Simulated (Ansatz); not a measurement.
Harmonic frequencies (cm⁻¹) at PBE0-D4/def2-TZVP from Ansatz: 152, 536, 711, 718, 828, 866, 961, 991, 1006, 1037, 1194, 1206, 1256, 1257, 1312, 1475, 1476, 1503, 3068, 3077, 3078, 3118, 3140, 3146.

Task: Which molecule is it?
A. `C=CC(N)=O`
B. `C1CSC1`
C. `C/C=C/S`
D. `C=CSC`

Result: B.
